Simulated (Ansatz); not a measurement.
I need a composite energy at a relaxed geometry of CH3N, SMILES C=N. Use Ansatz's Python interface. Settings (for the species named): PBE0, def2-SVP basis, multiplicity 1.

```xyz
5

C    -0.0498   -0.3886    0.0421
N     0.6004    0.6452   -0.2180
H    -1.1003   -0.4394    0.3490
H     0.4630   -1.3396   -0.0398
H     0.0868    1.5224   -0.1334
```

`composite.py`
```python
import itertools

import ansatz as az
from ase.data import atomic_numbers, covalent_radii
import numpy as np

GEOMETRY = '''
C    -0.04979   -0.38858    0.04214
N     0.60037    0.64519   -0.21799
H    -1.10033   -0.43939    0.34904
H     0.46298   -1.33962   -0.03976
H     0.08677    1.52241   -0.13344
'''


def main() -> None:
    system = az.Crystal.molecule()
    for line in GEOMETRY.strip().splitlines():
        symbol, *xyz = line.split()
        system = system.atom(symbol, [float(v) for v in xyz])

    setup = (
        system.calculation()
        .basis(gaussian='def2-SVP')
        .functional('pbe0')
    )
    symbols = [site.symbol for site in system.cartesian_sites]
    start = np.array([site.position_ang for site in system.cartesian_sites], dtype=float)
    r = setup.relax(force_tolerance=0.01).run().report
    end = np.array(r['positions_ang'])
    radius = [covalent_radii[atomic_numbers[s]] for s in symbols]
    span = lambda where, i, j: np.linalg.norm(where[i] - where[j])
    bonded = [(i, j) for i, j in itertools.combinations(range(len(symbols)), 2) if min(span(start, i, j), span(end, i, j)) < 1.2 * (radius[i] + radius[j])]
    print('pair        before    after (A)')
    for i, j in bonded:
        print(f'{symbols[i]}{i}-{symbols[j]}{j}'.ljust(10), f'{span(start, i, j):8.4f} {span(end, i, j):8.4f}')

    minimum = az.Crystal.molecule()
    for symbol, place in zip(symbols, end):
        minimum = minimum.atom(symbol, place.tolist())
    at_minimum = minimum.calculation()
    level = lambda method, basis: at_minimum.basis(gaussian=basis).correlation(method).run().report
    small, large, cluster = level('mp2', 'cc-pVDZ'), level('mp2', 'cc-pVTZ'), level('ccsd_t', 'cc-pVDZ')
    corr = lambda each: (each['free_energy_ev'] - each['reference_energy_ev']) / 27.211386246
    mp2_limit = (27 * corr(large) - 8 * corr(small)) / 19
    pieces = {'HF / cc-pVTZ': large['reference_energy_ev'] / 27.211386246, 'MP2 correlation, DZ-TZ limit': mp2_limit, 'CCSD(T) - MP2 / cc-pVDZ': corr(cluster) - corr(small)}
    for name, value in pieces.items():
        print(f'{name:32s} {value:14.6f} Ha')
    print(f'{"sum":32s} {sum(pieces.values()):14.6f} Ha')
    print('T1 diagnostic', round(cluster['correlation']['coupled_cluster']['t1_diagnostic'], 4))


if __name__ == '__main__':
    main()
```

Running `python composite.py` prints:
```text
pair        before    after (A)
C0-N1        1.2486   1.2642
C0-H2        1.0956   1.1070
C0-H3        1.0836   1.1026
N1-H4        1.0200   1.0263
HF / cc-pVTZ                         -94.066903 Ha
MP2 correlation, DZ-TZ limit          -0.400706 Ha
CCSD(T) - MP2 / cc-pVDZ               -0.033927 Ha
sum                                  -94.501536 Ha
T1 diagnostic 0.0116
```

Notes:
- Total energies depend on the basis set; only differences at equal settings carry meaning.
- The sum leaves out core correlation, relativity, the Hartree-Fock basis error and zero-point energy; a DZ-TZ extrapolation is rough.
- Inner cores stay frozen, so this is valence correlation.
- Finished in 5.6 s on 1 thread of Arm Neoverse V2, on a shared host, peak memory 0.2 GiB.
